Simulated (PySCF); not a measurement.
Phosphabenzene, C5H5P.
Geometry (PBE0-D3(BJ)/def2-SVP, Å), atoms numbered from 1 in this order:
```
atom  x, y, z in Å
C1    -0.037    1.197   -0.036
C2    -1.237    0.486   -0.004
C3    -1.299   -0.902    0.064
P4     0.070   -1.971    0.119
C5     1.364   -0.812    0.065
C6     1.209    0.569   -0.003
H7    -0.073    2.288   -0.090
H8    -2.174    1.052   -0.033
H9    -2.289   -1.372    0.085
H10    2.383   -1.214    0.087
H11    2.106    1.196   -0.032
```

Computed with PySCF at wB97X-D/def2-SVPD, non-relativistic, on one gas-phase PBE0-D3(BJ)/def2-SVP geometry that isn't relaxed in the solvent. The solvent is an IEF-PCM continuum (Bondi radii, 1.10 Å for H, scaled by 1.2), and excitations are vertical TDDFT with non-equilibrium linear response and a frozen core. The model holds no explicit solvent molecules, cavitation or dispersion.

Gas-phase singlets (H = HOMO, L = LUMO):

```tsv
state	E (eV)	λ (nm)	f	leading configuration
S1	4.875	254	0.002	H→L+1 53%
S2	5.127	242	0.018	H-2→L 98%
S3	5.242	237	0.124	H→L 88%
S4	5.703	217	0.000	H-2→L+1 98%
S5	6.151	202	0.273	H-1→L 50%
```

What are the lowest 5 singlets in chloroform (ε = 4.711)?

```json
{"state": "S1", "E (eV)": "4.870", "λ (nm)": "255", "f": "0.001", "leading configuration": "H→L+1 51%", "change by rank (eV)": "-0.005"}
{"state": "S2", "E (eV)": "5.116", "λ (nm)": "242", "f": "0.025", "leading configuration": "H-2→L 98%", "change by rank (eV)": "-0.011"}
{"state": "S3", "E (eV)": "5.124", "λ (nm)": "242", "f": "0.204", "leading configuration": "H→L 91%", "change by rank (eV)": "-0.118"}
{"state": "S4", "E (eV)": "5.783", "λ (nm)": "214", "f": "0.000", "leading configuration": "H-2→L+1 98%", "change by rank (eV)": "+0.080"}
{"state": "S5", "E (eV)": "6.003", "λ (nm)": "207", "f": "0.381", "leading configuration": "H-1→L 48%", "change by rank (eV)": "-0.148"}
```

What are the lowest 5 singlets in dimethylsulfoxide (ε = 46.83)?

```json
{"state": "S1", "E (eV)": "4.873", "λ (nm)": "254", "f": "0.001", "leading configuration": "H→L+1 50%", "change by rank (eV)": "-0.002"}
{"state": "S2", "E (eV)": "5.116", "λ (nm)": "242", "f": "0.211", "leading configuration": "H→L 91%", "change by rank (eV)": "-0.011"}
{"state": "S3", "E (eV)": "5.127", "λ (nm)": "242", "f": "0.025", "leading configuration": "H-2→L 98%", "change by rank (eV)": "-0.115"}
{"state": "S4", "E (eV)": "5.817", "λ (nm)": "213", "f": "0.000", "leading configuration": "H-2→L+1 97%", "change by rank (eV)": "+0.114"}
{"state": "S5", "E (eV)": "5.997", "λ (nm)": "207", "f": "0.386", "leading configuration": "H-1→L 47%", "change by rank (eV)": "-0.154"}
```

How do the frontier levels move from gas to dimethylsulfoxide?

```json
{"orbital": "LUMO+2", "gas (eV)": "2.54", "solvent (eV)": "2.64", "change (eV)": "+0.10", "Löwdin shares, gas": "C1 14 %, C6 13 %, C2 13 %, H7 10 %", "Löwdin shares, solvent": "P4 16 %, C2 13 %, C6 13 %, C1 12 %"}
{"orbital": "LUMO+1", "gas (eV)": "0.83", "solvent (eV)": "0.86", "change (eV)": "+0.03", "Löwdin shares, gas": "C2 19 %, C6 19 %, C3 18 %, C5 18 %", "Löwdin shares, solvent": "C2 19 %, C6 19 %, C3 18 %, C5 18 %"}
{"orbital": "LUMO", "gas (eV)": "0.18", "solvent (eV)": "0.13", "change (eV)": "-0.05", "Löwdin shares, gas": "P4 36 %, C1 17 %, C5 15 %, C3 15 %", "Löwdin shares, solvent": "P4 36 %, C1 17 %, C5 15 %, C3 15 %"}
{"orbital": "HOMO", "gas (eV)": "-8.87", "solvent (eV)": "-8.91", "change (eV)": "-0.04", "Löwdin shares, gas": "P4 30 %, C1 20 %, C5 14 %, C3 14 %", "Löwdin shares, solvent": "P4 30 %, C1 20 %, C5 14 %, C3 14 %"}
{"orbital": "HOMO-1", "gas (eV)": "-9.59", "solvent (eV)": "-9.57", "change (eV)": "+0.02", "Löwdin shares, gas": "C3 21 %, C5 21 %, C2 20 %, C6 20 %", "Löwdin shares, solvent": "C3 22 %, C5 22 %, C2 20 %, C6 20 %"}
{"orbital": "HOMO-2", "gas (eV)": "-9.64", "solvent (eV)": "-9.74", "change (eV)": "-0.10", "Löwdin shares, gas": "P4 64 %, C3 12 %, C5 12 %, C2 4 %", "Löwdin shares, solvent": "P4 63 %, C3 12 %, C5 12 %, C2 5 %"}
{"orbital": "HOMO-3", "gas (eV)": "-11.23", "solvent (eV)": "-11.12", "change (eV)": "+0.11", "Löwdin shares, gas": "C5 18 %, C3 18 %, P4 16 %, C6 9 %", "Löwdin shares, solvent": "C5 18 %, C3 18 %, P4 15 %, C6 9 %"}
```

The HOMO–LUMO gap goes from 9.05 to 9.04 eV.

Time: 21 s wall; peak memory 0.82 GiB. Hardware: Intel Xeon Platinum 8259CL at 2.50 GHz, one thread, shared host with 48 logical CPUs at a one-minute load of 21. This is the whole response run at wB97X-D/def2-SVPD in dimethylsulfoxide, SCF included.
